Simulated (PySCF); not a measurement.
# Dipole moment and polarisability of fluorine

Fluorine, F₂.
Numbering: `[F:1][F:2]`

Cartesian coordinates in Å at the GFN2-xTB level; atoms count from 1:
```
atom  x, y, z in Å
F1     0.7031   -0.0028   -0.0029
F2    -0.7003    0.0041   -0.0112
```

Level: CAM-B3LYP/def2-SVPD (PySCF), static field, nuclei fixed, core orbitals frozen in the response. The polarisability tensor in these axes (au):

```
x   12.60 -0.03  0.04
y   -0.03  6.26  0.00
z    0.04  0.00  6.26
```

**Question.** Diagonalise the tensor; give its mean and Δα, where Δα² is half the sum of the squared differences of the eigenvalues.

**Answer.** Principal values 6.26, 6.26 and 12.60 au; mean 8.37 au = 1.24 Å³ = 1.38 × 10⁻⁴⁰ C²·m²/J; Δα = 6.33 au (76 % of the mean).

**Question.** What is the dipole moment?

**Answer.** 0.00 D; point group D∞h allows none.

**Question.** What would n − 1 = 2πNα be for an ideal gas of these molecules at 400 K and 1 atm, electronic part alone?

**Answer.** N = p/kT = 1.8347 × 10¹⁹ cm⁻³, so n − 1 = 2π × N × 1.24 × 10⁻²⁴ cm³ = 143 × 10⁻⁶ at long wavelengths.

**Question.** What depolarisation ratio follows for Rayleigh scattering of linearly polarised light, taking the static tensor?

**Answer.** ρ = 3Δα²/(45ᾱ² + 4Δα²) = 120.3/(3156 + 160.4) = 0.0363.

**Question.** Estimate the molar refractivity from the static electronic polarisability.

**Answer.** Lorentz–Lorenz: R = (4π/3)N_A α = 2.5225 cm³/(mol·Å³) × 1.24 Å³ = 3.1 cm³/mol, in the limit of long wavelengths.

**Question.** What are the principal values of the traceless quadrupole moment, Θ = ½Σq(3rr − r²1), about the centre of nuclear charge?

**Answer.** -0.42, -0.42, 0.84 D·Å. With no charge and no dipole, the values don't depend on the origin. The electronic extent ⟨r²⟩ about the same centre is 53 bohr², a root-mean-square distance of 0.91 Å for the 18 electrons.

**Question.** Find the Langevin capture rate constant for NH4+ (18.034 u) meeting this molecule (37.997 u), k = 2.342 × 10⁻⁹ cm³/s × √(α in Å³ / reduced mass in u).

**Answer.** The reduced mass is 12.23 u, so k = 0.75 × 10⁻⁹ cm³/s.

Isolated species at its GFN2-xTB geometry, gas phase.
